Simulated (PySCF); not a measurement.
Coordinates in bohr (charge 0 multiplicity 1):
```
Al    0.0000    0.0000    1.0274
O     0.0000    0.0000   -1.9844
H     0.0000    0.0000    3.9913
```

All numbers come from PySCF, PBE0, basis Al def2-TZVP, O def2-TZVP, H def2-TZVP (no relativity, density fitting).

This geometry of HAlO is a stationary point at this level.

**Question.** What is the point group?

**Answer.** C∞v.

**Question.** Is it a minimum?

**Answer.** Yes: all harmonic wavenumbers are real.

**Question.** List the harmonic modes with their infrared intensities.

**Answer.** 
| symmetry | ω (cm⁻¹) | IR (km/mol, summed over degenerate members) | type |
| --- | --- | --- | --- |
| π | 430 | 176 | bend |
| σ+ | 1098 | 29.0 | stretch |
| σ+ | 1998 | 67.7 | stretch |

**Question.** What are the dipole moment and the gap between the highest occupied and lowest empty levels?

**Answer.** 4.72 D and 5.99 eV.

**Question.** Give the atomic charges and bond orders.

**Answer.** 
| atom | Mulliken | Löwdin | polar tensor | Mayer order to Al1 |
| --- | --- | --- | --- | --- |
| Al1 | 0.48 | 0.36 | 0.95 | – |
| O2 | -0.48 | -0.27 | -0.74 | 2.25 |
| H3 | 0.00 | -0.09 | -0.21 | 0.95 |

In C∞v the vibrations span π + 2σ+.

Only a few start shapes were tried, so a lower isomer may exist.
